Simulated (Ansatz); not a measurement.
`NCF`. Charge 0, multiplicity 1. All single points use the PBE0-D4/def2-TZVP geometry. It is one conformer, not always the lowest.

```xyz
7

N     0.113   -0.842   -0.277
C    -0.261    0.483   -0.013
F     0.533    1.112    0.963
H     1.049   -0.918   -0.649
H     0.017   -1.444    0.529
H    -0.166    1.090   -0.916
H    -1.286    0.519    0.362
```

(1) What is the dipole moment at r2SCAN/def2-TZVPP? (Estimate.)

(2) And with PBE, B3LYP, ωB97M-V? (Best estimate.)

(3) Give the Mulliken charges with r2SCAN, ωB97M-V, PBE in def2-TZVPP. (Estimate.)

Answers

(1) Computed: 1.17 D, with components (-0.12, -1.02, -0.56) D in this frame, pointing from negative to positive charge.

(2) Computed: PBE 1.16 D, B3LYP 1.18 D, ωB97M-V 1.16 D.

(3) The calculation gave: 
```json
{"atom": "N1", "r2SCAN": "-0.36", "ωB97M-V": "-0.28", "PBE": "-0.32"}
{"atom": "C2", "r2SCAN": "0.23", "ωB97M-V": "0.08", "PBE": "0.06"}
{"atom": "F3", "r2SCAN": "-0.27", "ωB97M-V": "-0.26", "PBE": "-0.23"}
{"atom": "H4", "r2SCAN": "0.15", "ωB97M-V": "0.12", "PBE": "0.16"}
{"atom": "H5", "r2SCAN": "0.15", "ωB97M-V": "0.12", "PBE": "0.16"}
{"atom": "H6", "r2SCAN": "0.05", "ωB97M-V": "0.11", "PBE": "0.09"}
{"atom": "H7", "r2SCAN": "0.05", "ωB97M-V": "0.11", "PBE": "0.09"}
```

B3LYP here is the variant with VWN-RPA as its local correlation; programs differ in this.
